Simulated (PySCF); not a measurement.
Dipole moment and polarisability of `CCOC1CC1`

Compound: C₅H₁₀O.
SMILES with atom numbers: `[CH3:1][CH2:2][O:3][CH:4]1[CH2:5][CH2:6]1` (hydrogens: H7, H8, H9 on C1; H10, H11 on C2; H12 on C4; H13, H14 on C5; H15, H16 on C6)

Cartesian coordinates in Å at the GFN2-xTB level; atoms count from 1:
```
atom  x, y, z in Å
C1     1.990    0.362    0.299
C2     1.386   -0.487   -0.816
O3     0.048   -0.157   -1.126
C4    -0.878   -0.506   -0.145
C5    -2.245    0.084   -0.259
C6    -1.342    0.509    0.864
H7     1.908    1.416    0.046
H8     3.040    0.109    0.423
H9     1.473    0.184    1.238
H10    1.933   -0.328   -1.749
H11    1.453   -1.553   -0.547
H12   -0.787   -1.541    0.185
H13   -3.095   -0.542   -0.038
H14   -2.406    0.785   -1.062
H15   -0.917    1.499    0.810
H16   -1.567    0.175    1.865
```

Level: CAM-B3LYP/def2-SVPD (PySCF), static field, nuclei fixed, core orbitals frozen in the response. The polarisability tensor in these axes (au):

```
x   72.93 -1.07 -0.81
y   -1.07 57.77  2.41
z   -0.81  2.41 59.51
```

Q: What are the eigenvalues, a third of the trace, and Δα (Δα² = ½Σ(αi − αj)² over the three pairs)?

A: Principal values 56.07, 61.06 and 73.08 au; mean 63.40 au = 9.40 Å³ = 10.45 × 10⁻⁴⁰ C²·m²/J; Δα = 15.14 au (24 % of the mean).

Q: What is the dipole moment, and where does it point?

A: (0.48, -0.46, 1.16) D, 1.33 D in size, pointing from the negative to the positive side. Measured along this direction, the outermost atoms are H14 at the negative end and H9 at the positive end.

Q: Orientational against electronic polarisability at 350 K (dilute gas, rigid molecules)?

A: In Gaussian units μ²/3kT = 12.29 Å³ against 9.40 Å³, a ratio of 1.31; the Debye molar polarisation (4π/3)N_A(α + μ²/3kT) is 54.7 cm³/mol, leaving out the vibrational part.

Q: What would n − 1 = 2πNα be for an ideal gas of these molecules at 400 K and 1 atm, electronic part alone?

A: N = p/kT = 1.8347 × 10¹⁹ cm⁻³, so n − 1 = 2π × N × 9.40 × 10⁻²⁴ cm³ = 1083 × 10⁻⁶ at long wavelengths.

Q: Form Σ f/ω² (atomic units) for the 8 lowest TDDFT singlets, given as eV and f, and set it beside the mean polarisability, which is this sum over all singlets: 7.04, 0.0117; 7.48, 0.0210; 7.64, 0.0098; 7.75, 0.0082; 8.25, 0.0094; 8.51, 0.0528; 8.62, 0.0238; 8.68, 0.0238.

A: They add up to 1.79 au, 2.8 % of the 63.40 au; the largest single term is 0.54 au, from the state at 8.51 eV. Terms in order: 0.18, 0.28, 0.12, 0.10, 0.10, 0.54, 0.24, 0.23 au. Higher excitations give the rest. The strengths listed sum to 0.161.

Q: Give the eigenvalues of the traceless quadrupole moment Θ = ½Σq(3rr − r²1), origin at the centre of nuclear charge.

A: -4.05, 0.60, 3.45 D·Å. The values depend on the origin, since the dipole doesn't vanish. The electronic extent ⟨r²⟩ about the same centre is 674 bohr², a root-mean-square distance of 1.98 Å for the 48 electrons.

Geometry: GFN2-xTB, one conformer, isolated molecule.
